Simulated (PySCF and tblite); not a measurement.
Values are calculated unless marked as measured or tabulated.
C₅H₁₀, numbered as in [CH2:1]=[CH:2][CH2:3][CH2:4][CH3:5].

Search: ETKDG and KDG, MMFF94s, GFN2-xTB, 90 starts; geometries at PBE0-D3(BJ)/def2-SVP. Free energies are CAM-B3LYP-D3(BJ)/def2-TZVP (IEF-PCM, chloroform) single points with GFN2-xTB rigid-rotor and vibrational terms (modes under about 100 cm⁻¹ blended into free rotors). Symmetry numbers and mirror images are counted. Conformers within 3 kcal/mol (GFN2-xTB free energy) were kept, 8 at most. GIAO shieldings: PBE0/pcSseg-1 (IEF-PCM, chloroform). Shifts are against TMS (¹H), TMS (¹³C) at the same level. (PySCF 2.14, tblite 0.8.)

Torsions listed: C1–C2–C3–C4, C2–C3–C4–C5. Of a mirror pair one member is shown.

| conformer | shape | symmetry | E(GFN2) kcal/mol | E(DFT) kcal/mol |
| --- | --- | --- | --- | --- |
| 1 | -120°, -178° | C1 (pair) | 0.10 | 0.00 |
| 2 | -120°, 64° | C1 (pair) | 0.00 | 0.18 |
| 3 | 115°, 63° | C1 (pair) | 0.71 | 0.67 |
| 4 | 0°, 180° | Cs | 0.84 | 0.31 |
| 5 | 10°, 72° | C1 (pair) | 1.55 | 1.32 |

Task: How much do the weights at 298.15 K and the averaged shift of C4 depend on how the conformers are weighted?

Result: 
```json
{"weighting": "DFT energy with thermal terms, symmetry and mirror images (full scheme)", "1 (%)": "44", "2 (%)": "29", "3 (%)": "13", "4 (%)": "11", "5 (%)": "3", "δ (ppm)": "25.6", "rms dipole (D)": "0.55"}
{"weighting": "DFT energy with symmetry and mirror images", "1 (%)": "41", "2 (%)": "30", "3 (%)": "13", "4 (%)": "12", "5 (%)": "4", "δ (ppm)": "25.4", "rms dipole (D)": "0.55"}
{"weighting": "bare DFT energy", "1 (%)": "36", "2 (%)": "27", "3 (%)": "12", "4 (%)": "21", "5 (%)": "4", "δ (ppm)": "24.9", "rms dipole (D)": "0.55"}
{"weighting": "GFN2-xTB energy with symmetry and mirror images", "1 (%)": "36", "2 (%)": "43", "3 (%)": "13", "4 (%)": "5", "5 (%)": "3", "δ (ppm)": "25.5", "rms dipole (D)": "0.55"}
{"weighting": "GFN2-xTB free energy", "1 (%)": "39", "2 (%)": "41", "3 (%)": "12", "4 (%)": "5", "5 (%)": "2", "δ (ppm)": "25.7", "rms dipole (D)": "0.55"}
{"weighting": "leading conformer alone", "1 (%)": "100", "2 (%)": "0", "3 (%)": "0", "4 (%)": "0", "5 (%)": "0", "δ (ppm)": "27.5", "rms dipole (D)": "0.53"}
{"weighting": "equal weights", "1 (%)": "20", "2 (%)": "20", "3 (%)": "20", "4 (%)": "20", "5 (%)": "20", "δ (ppm)": "23.9", "rms dipole (D)": "0.56"}
{"weighting": "full scheme, search stopped after three starts", "1 (%)": "60", "2 (%)": "40", "3 (%)": "0", "4 (%)": "0", "5 (%)": "0", "δ (ppm)": "26.2", "rms dipole (D)": "0.54"}
```

The largest departure from the full scheme, 2.0 ppm, comes with: leading conformer alone.
